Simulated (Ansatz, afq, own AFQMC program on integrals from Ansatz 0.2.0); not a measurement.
**AlSi⁺, triplet: AFQMC among the cluster methods**

```xyz
2

Si    0.0000    0.0000    0.0000
Al    0.0000    0.0000    2.3977
```

Basis 6-31G. Only valence electrons are correlated. Integrals, coupled cluster, full CI and functionals: Ansatz 0.2.0; the random walks run on the same integrals in our own AFQMC program. The CISD trial takes its coefficients from CCSD amplitudes. Released means that phaseless walkers are propagated on without the constraint, phases kept. ± is one standard error of the sampling.

Determinant: UHF, the one that the program's search chose, which needn't be the lowest solution. The geometry is a PBE0/def2-TZVP stationary point of this or a neighbouring charge and spin state.

Full CI on the same integrals is exact in this basis and with this determinant's frozen core.

Cautions: strong correlation (T1 0.100, weight of the determinant 0.77, largest double 0.19); unrestricted determinant spin contaminated (⟨S²⟩ 2.51 against 2.00); the released energies have errors that jump between times, so the bars are unsure, so no released level is given (meV from the phaseless value at times in 1/Eh: 4 ± 7 at 0.24, -2.5 ± 2.1 at 0.51, -8.9 ± 2.0 at 0.99, -9.7 ± 1.7 at 1.62, -14.4 ± 1.8 at 2.40); the ph-AFQMC/CISD walk drifts between its halves (2.3 errors).

The T1 diagnostic is 0.1001, the weight of the determinant in the CISD state is 0.769 and the ⟨S²⟩ of the determinant is 2.511. The size of the correlated space is 6 electrons in 16 orbitals.

```csv
level,correlation energy (eV)
MP2,-1.0036
CCSD,-1.8344
CCSD(T),-1.9115
```

**Question.** Estimate where full CI lies against CCSD(T) on the same integrals.

**Answer.** 1.94 mEh below CCSD(T).

Reference: full CI, correlation energy -1.964 eV. The cautions show a poor starting determinant, so the rows tell how each method copes with it here, and full CI is the sure value.

| level | E − E(reference) (mEh) | share of correlation (%) |
| --- | --- | --- |
| CCSD(T) | 1.94 | 97.32 |
| CCSDT | 0.22 | 99.70 |
| CCSDT(Q) | -0.06 | 100.08 |
| CCSDTQ | 0.00 | 99.99 |
| ph-AFQMC/CISD | 0.81 ± 0.12 | 98.88 |

CCSDT and higher add their correlation energy to the determinant of the CCSD(T) run, since their own runs factorise the integrals more tightly (a shift of under 2 meV). A walk keeps the symmetry of its determinant, which the program's search chose and which needn't be the lowest solution, so a lower state of the same spin and another symmetry isn't excluded.
